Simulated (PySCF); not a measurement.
**Changing the system itself: SiB (quartet)**

Aim: change spin, charge, geometry, field or solvent of SiB (quartet), one at a time, and compare with the base run.

The runs use PySCF 2.14.0; method and basis as typed in the scripts.

5 further runs of the same task are left out: 5 that didn't finish.

**1. Starting geometry**

SiB (quartet): 2 atoms, charge 0, spin multiplicity 4.

Bond lengths: Si1–B2 1.930 Å.

**2. The run that the others are compared with**

Contents of input.py:

```python
from pyscf import gto, scf, cc

mol = gto.M(
    atom='Si 0 0 0; B 0 0 1.93',
    basis='6-311++g**',
    charge=0,
    spin=3,
    symmetry=True,
    verbose=4,
)
mf = scf.UHF(mol)
mf.kernel()
mycc = cc.CCSD(mf, frozen=6)
mycc.kernel()
mycc.ccsd_t()
mf.dip_moment()
print('orbital energies (hartree):', [e[max(0, n-3):n+3].round(4) for e, n in zip(mf.mo_energy, mol.nelec)])
```

Launch:

```sh
$ python input.py
```

Its log is not repeated here.

It gives: E(SCF) = -313.463964 Eh, 14 cycles, E(CCSD) − E(SCF) = -0.14168 Eh, (T) = -0.00786 Eh, ⟨S²⟩ = 3.757, μ = 0.00 D (of the SCF density).

The bond length is a typed value, not an optimised one. The quartet is typed in the script; nothing here shows that it is the ground state.

**3. PCM, ε = 4.71**

Run 1 changes solvent: none (gas phase) → PCM, ε = 4.71; step after the SCF: ccsd(t) → analyze.

Contents of input.py:

```python
from pyscf import gto, scf, solvent

mol = gto.M(
    atom='Si 0 0 0; B 0 0 1.93',
    basis='6-311++g**',
    charge=0,
    spin=3,
    symmetry=True,
    verbose=4,
)
mf = scf.UHF(mol)
mf = solvent.PCM(mf)
mf.with_solvent.eps = 4.71
mf.kernel()
mf.analyze()
print('orbital energies (hartree):', [e[max(0, n-3):n+3].round(4) for e, n in zip(mf.mo_energy, mol.nelec)])
```

Launch:

```sh
$ python input.py
```

**4. Bond 1.988 Å**

Run 2 changes bond length: 1.93 Å → 1.988 Å.

Edit input.py of step 2 so:

```diff
@@ -3,3 +3,3 @@
 mol = gto.M(
-    atom='Si 0 0 0; B 0 0 1.93',
+    atom='Si 0 0 0; B 0 0 1.988',
     basis='6-311++g**',
```

**5. PCM, ε = 32.6**

Run 3 changes solvent: none (gas phase) → PCM, ε = 32.6; step after the SCF: ccsd(t) → analyze.

Contents of input.py:

```python
from pyscf import gto, scf, solvent

mol = gto.M(
    atom='Si 0 0 0; B 0 0 1.93',
    basis='6-311++g**',
    charge=0,
    spin=3,
    symmetry=True,
    verbose=4,
)
mf = scf.UHF(mol)
mf = solvent.PCM(mf)
mf.with_solvent.eps = 32.6
mf.kernel()
mf.analyze()
print('orbital energies (hartree):', [e[max(0, n-3):n+3].round(4) for e, n in zip(mf.mo_energy, mol.nelec)])
```

**6. Charge +2**

Run 4 changes charge: 0 → 2.

Edit input.py of step 2 so:

```diff
@@ -5,3 +5,3 @@
     basis='6-311++g**',
-    charge=0,
+    charge=2,
     spin=3,
```

**7. Electric field 0.001 a.u.**

Run 5 changes electric field: none → 0.001 a.u.; point-group symmetry: on → off.

Edit input.py of step 2 so:

```diff
@@ -7,3 +7,2 @@
     spin=3,
-    symmetry=True,
     verbose=4,
@@ -11,2 +10,7 @@
 mf = scf.UHF(mol)
+field = 0.001  # electric field along z, atomic units
+h = mf.get_hcore() + field*mol.intor('int1e_r')[2]
+mf.get_hcore = lambda *args: h
+e_nuc = mol.energy_nuc() - field*mol.atom_charges() @ mol.atom_coords()[:, 2]
+mf.energy_nuc = lambda *args: e_nuc
 mf.kernel()
```

**8. Bond 1.795 Å**

Run 6 changes bond length: 1.93 Å → 1.795 Å.

Edit input.py of step 2 so:

```diff
@@ -3,3 +3,3 @@
 mol = gto.M(
-    atom='Si 0 0 0; B 0 0 1.93',
+    atom='Si 0 0 0; B 0 0 1.795',
     basis='6-311++g**',
```

What does the calculation give? Wanted: for each run, E(SCF); from base; gap, α spin; SCF dipole; after the SCF.

The runs gave:

```
                      run  E(SCF) (hartree)  from base (eV)  cycles  gap, α spin (eV)  SCF dipole (D)                               after the SCF
                     base       -313.463964               0      14              9.64            0.00  CCSD(T) correlation -4.069 eV, core frozen
            PCM, ε = 4.71       -313.464381         -0.0114      15              9.62            0.07                                         n/a
             bond 1.988 Å       -313.460601         +0.0915      15              9.34            0.07  CCSD(T) correlation -4.133 eV, core frozen
            PCM, ε = 32.6       -313.464490         -0.0143      15              9.61            0.10                                         n/a
                charge +2       -312.520418        +25.6752      15              8.39             n/a  CCSD(T) correlation -2.834 eV, core frozen
electric field 0.001 a.u.       -313.464007         -0.0012      14              9.64            0.22  CCSD(T) correlation -4.060 eV, core frozen
             bond 1.795 Å       -313.463212         +0.0205      14             10.43            0.03  CCSD(T) correlation -3.922 eV, core frozen
```

**Reading.** The largest comparable shift of the SCF energy, +0.092 eV, comes with the run “bond 1.988 Å”. A continuum solvent with ε = 4.71 lowers the energy by 0.011 eV. A continuum solvent with ε = 32.6 lowers the energy by 0.014 eV.
